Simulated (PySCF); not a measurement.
**Magnetisability: 3-butenoic acid, C4H6O2**

Molfile (atoms numbered from 1):
```
C4H6O2
     RDKit          3D

 12 11  0  0  0  0  0  0  0  0999 V2000
   -2.1399    0.4728    0.1416 C   0  0  0  0  0  0  0  0  0  0  0  0
   -1.0587   -0.1337   -0.3459 C   0  0  0  0  0  0  0  0  0  0  0  0
    0.1996   -0.3690    0.4241 C   0  0  0  0  0  0  0  0  0  0  0  0
    1.4459   -0.0500   -0.3632 C   0  0  0  0  0  0  0  0  0  0  0  0
    1.5063    0.0764   -1.5569 O   0  0  0  0  0  0  0  0  0  0  0  0
    2.5200    0.0486    0.4314 O   0  0  0  0  0  0  0  0  0  0  0  0
   -2.1698    0.8603    1.1655 H   0  0  0  0  0  0  0  0  0  0  0  0
   -3.0387    0.6053   -0.4660 H   0  0  0  0  0  0  0  0  0  0  0  0
   -1.0526   -0.4966   -1.3794 H   0  0  0  0  0  0  0  0  0  0  0  0
    0.2894   -1.4374    0.6999 H   0  0  0  0  0  0  0  0  0  0  0  0
    0.2188    0.1850    1.3747 H   0  0  0  0  0  0  0  0  0  0  0  0
    3.2761    0.2208   -0.1512 H   0  0  0  0  0  0  0  0  0  0  0  0
  1  2  2  0
  2  3  1  0
  3  4  1  0
  4  5  2  0
  4  6  1  0
  1  7  1  0
  1  8  1  0
  2  9  1  0
  3 10  1  0
  3 11  1  0
  6 12  1  0
M  END
```

The calculation used GIAO B97-2/pcSseg-1 magnetisability, rotational g tensor and spin-rotation constants, non-relativistic, gas phase in PySCF 2.14.0. Geometry: PBE0-D3(BJ)/def2-SVP.

(1) What are the magnetisability and the molar susceptibility?

(2) Split it along the inertial axes a, b, c into diamagnetic and paramagnetic parts about the centre of mass, with the quadrupole moment.

(3) And the rotational g tensor?

## Answers

(1) Isotropic -793 × 10⁻³⁰ J/T², or -47.8 × 10⁻⁶ cm³/mol; principal values -938, -779, -662 × 10⁻³⁰ J/T², anisotropy 240 × 10⁻³⁰ J/T² (root of half the summed squared differences of the principal values). The susceptibility is in cgs units.

(2) 
| axis | χ (10⁻⁶ cm³/mol) | diamagnetic (10⁻⁶ cm³/mol) | paramagnetic (10⁻⁶ cm³/mol) | summed x² of all electrons (Å²) | quadrupole Θ (D Å) |
| --- | --- | --- | --- | --- | --- |
| a | -47.0 | -204.8 | 157.9 | 140.3 | +7.23 |
| b | -40.4 | -649.5 | 609.1 | 35.5 | -6.51 |
| c | -56.0 | -745.6 | 689.7 | 12.8 | -0.72 |

Anisotropies 2χaa − χbb − χcc = +2.4 and 2χbb − χaa − χcc = +22.2 × 10⁻⁶ cm³/mol. Θ is traceless in Buckingham's convention.

(3) 
```tsv
axis	rotational constant (GHz)	g	nuclear part	electronic part
a	9.0974	-0.0819	0.5928	-0.6746
b	2.0585	-0.0171	0.5720	-0.5891
c	1.7670	-0.0045	0.5680	-0.5725
```
Asymmetric top; isotopes 12C, 1H, 16O; no vibrational averaging.
